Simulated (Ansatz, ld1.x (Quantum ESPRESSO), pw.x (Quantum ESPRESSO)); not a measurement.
## tin: does the PAW potential hold in the solid?

```
Element                 : tin (Sn)
Generator               : ld1.x (Quantum ESPRESSO) 7.5
Type                    : PAW
Functional              : PBEsol
Relativity              : scalar-relativistic
Frozen core             : [Kr] 4d10
Valence charge          : 4
Reference configuration : 5s2 5p2
Partial waves           : 5s (bound): rcut 1.75, rcutus 2.30 bohr; 5s channel at 0.15 Ry: rcut 1.75, rcutus 2.30 bohr; 5p (bound): rcut 2.05, rcutus 2.30 bohr; 5p channel at 1.7 Ry: rcut 2.05, rcutus 2.30 bohr; 5d channel at 0.25 Ry: rcut 2.05, rcutus 2.75 bohr
Local potential         : all-electron potential smoothed inside 2.20 bohr (lloc = -2)
Core correction         : Bessel-smoothed model core inside 2.84 bohr
Augmentation charge     : PSQ, inside the norm-conserving radii
```

Atomic tests: cutoffs needed: 6 Ry and 8 Ry (the cutoffs (Ry, on a coarse ladder) from which the occupation-weighted sum of valence levels, in a spherical-Bessel basis at the reference potential, stays within 10 and 1 mRy of its value at 400 Ry); ghost test: no extra level below or beside the all-electron valence levels (s, p, d, f tested) (spherical-Bessel basis up to 400 Ry, 20 bohr box); largest excitation error: -434 meV (all-electron minus pseudo) for 5s1 5p0, out of 7 test configurations.

Crystal test: bcc Sn in pw.x 7.5, no spin, 12³ k-points, Fermi–Dirac smearing 0.01 Ry, cutoffs 40/320 Ry. The reference is all-electron LAPW (Ansatz 0.2.0) with the same functional, mesh and smearing; V0 and B0 come from Birch–Murnaghan fits to the pressures at five volumes. Errors are pseudo minus all-electron; Δ is the rms difference of the E(V) curves that follow from these fits, minima aligned, over ±6 % about the mean V0. Mesh and smearing are coarse, so the numbers serve the comparison and aren't converged zero-temperature values; the lattice is a test structure that the element need not adopt.

| V (Å³/atom) | P all-electron (GPa) | P pseudo (GPa) |
| --- | --- | --- |
| 24.912 | 2.89 | 2.43 |
| 25.567 | 1.21 | 0.74 |
| 26.223 | -0.25 | -0.70 |
| 26.879 | -1.50 | -1.95 |
| 27.534 | -2.59 | -3.02 |

All-electron: a0 = 3.738 Å (V0 = 26.10 Å³/atom), B0 = 55.2 GPa.

Pseudopotential: mean pressure error (GPa): -0.45; a0 (Å): 3.727; a0 error (%): -0.27; B0 error (%): +3.5; Δ (meV/atom): 2.6. The logarithmic derivative shows an extra or strongly shifted pseudo pole above the reference energy (d near 2.23 Ry).

**Question.** At the middle volume, how do free energy and pressure move when the wave cutoff is lowered (ecutrho held at 320 Ry)?

**Answer.**

```json
{"cutoff (Ry)": "18", "shift of F (meV/atom)": "+1.3", "shift of P (GPa)": "-0.01"}
{"cutoff (Ry)": "24", "shift of F (meV/atom)": "+0.7", "shift of P (GPa)": "-0.01"}
{"cutoff (Ry)": "32", "shift of F (meV/atom)": "+0.2", "shift of P (GPa)": "-0.00"}
```

The run at the middle volume (72 k-points, 6 iterations) took about 7.3 s on one core of a shared host (Neoverse-V1, 32 threads, 247 GiB, load 22).
